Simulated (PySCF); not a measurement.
**Removing an electron from 2,3-dimethylbutane**

2,3-dimethylbutane, C₆H₁₄.
Atom-mapped SMILES: `[CH3:1][CH:2]([CH3:3])[CH:4]([CH3:5])[CH3:6]` (hydrogens: H7, H8, H9 on C1; H10 on C2; H11, H12, H13 on C3; H14 on C4; H15, H16, H17 on C5; H18, H19, H20 on C6)

Geometry (PBE0-D3(BJ)/def2-SVP, Å), atoms numbered from 1 in this order:
```xyz
20
C6H14 angstrom
C      1.4572   -0.3551    0.8916
C      0.7418    0.4183   -0.2125
C      1.2605   -0.0001   -1.5847
C     -0.7978    0.3433   -0.1263
C     -1.3349    1.0173    1.1325
C     -1.3525   -1.0724   -0.2568
H      1.1413   -0.0350    1.8956
H      2.5461   -0.2058    0.8267
H      1.2729   -1.4385    0.8105
H      0.9961    1.4868   -0.0821
H      0.7508    0.5483   -2.3928
H      1.1115   -1.0767   -1.7658
H      2.3400    0.1972   -1.6746
H     -1.1738    0.9236   -0.9897
H     -0.9402    2.0399    1.2420
H     -1.0653    0.4557    2.0414
H     -2.4337    1.0830    1.1064
H     -1.0205   -1.5654   -1.1826
H     -1.0459   -1.7064    0.5906
H     -2.4534   -1.0579   -0.2686
```

Level: CAM-B3LYP/def2-SVPD (PySCF). Frontier orbitals with their largest atomic shares (Löwdin; up to four atoms above 4 %):

```
orbital  ε (eV)                             main atoms
 HOMO−3  -11.12     C6 14 %, C1 14 %, C5 11 %, C3 11 %
 HOMO−2  -10.29     C5 16 %, C3 16 %, C4 15 %, C2 15 %
 HOMO−1  -10.19     C2 17 %, C4 16 %, C1 13 %, C6 13 %
   HOMO  -10.02                                      ?
   LUMO    1.35       C5 10 %, C3 10 %, C6 9 %, C1 9 %
 LUMO+1    2.00     C5 16 %, C3 16 %, H17 8 %, H13 8 %
 LUMO+2    2.05  H19 11 %, H9 11 %, H10 10 %, H14 10 %
```

**Question.** What vertical ionisation energy does ΔSCF give, and how far is −ε(HOMO) from it?

**Answer.** ΔSCF: 10.73 eV (1035 kJ/mol; threshold wavelength 116 nm); ⟨S²⟩ of the doublet left behind is 0.753, against 0.75 for a pure doublet. −ε(HOMO) is 10.02 eV, 0.71 eV below it. In exact Kohn–Sham theory the two would be equal; CAM-B3LYP (range-separated hybrid) falls short of its own ΔSCF value by 7 %. Holes in the HOMO−1 and HOMO−2 were tried too where these lie within 1.2 eV of the HOMO; the lowest converged state counts.

**Question.** On which atoms does the HOMO lie?

**Answer.** C4 (sp3 CH carbon) 23 %, C2 (sp3 CH carbon) 23 %, C1 (methyl carbon) 7 %, C6 (methyl carbon) 7 %, so no atom holds as much as 40 %. The HOMO−1 lies 0.17 eV lower.

**Question.** Shift the occupied levels rigidly so that −ε(HOMO) equals the ΔSCF value. What binding energies result?

**Answer.** The shift is +0.71 eV: HOMO 10.73, HOMO−1 10.90, HOMO−2 11.00, HOMO−3 11.83 eV. A rigid shift is only a rough guide to the deeper ionisations.

**Question.** With α = 75.0 au, estimate the like-pair dispersion coefficient by London's formula C6 = (3/4)α²I.

**Answer.** I = 0.3942 Eh, so C6 ≈ 1660 au, a rough estimate.

**Question.** What total energies stand behind the ΔSCF value?

**Answer.** E(N) = -236.76861 Eh and E(N − 1) = -236.37438 Eh at the same geometry, 0.39423 Eh apart.

Isolated species at its PBE0-D3(BJ)/def2-SVP geometry (one conformer only).
